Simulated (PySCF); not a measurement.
Ionisation energy of F by level of theory

F [He] 2s2 2p5 (2P) → F⁺ [He] 2s2 2p4 (3P), as a difference of total energies. All numbers are calculated (PySCF 2.14, scalar relativity by spin-free X2C-1e, in x2c-QZVPPall). Correlated levels: valence: 1s2 frozen; valence and next inner shell: nothing frozen. The calculations carry no spin-orbit coupling.

```csv
method,ionisation energy (eV)
UHF,15.637
LDA,17.935
PBE,17.629
PBE0,17.423
r2SCAN,17.515
MN15,17.579
M06,17.518
BHandHLYP,17.288
LC-wPBE,17.735
ROHF,15.689
MP2 (valence),17.340
SCS-MP2 (valence),17.343
MP2 (valence and next inner shell),17.353
SCS-MP2 (valence and next inner shell),17.350
```

Errors of the correlated levels include the incompleteness of this basis and the frozen core.

Which method comes closest to the reference value, and which is furthest?

The reference is 17.427 eV (measured; NIST levels, between the centres of gravity of the two terms). Closest: PBE0 (error -0.004 eV); furthest: UHF (error -1.790 eV).
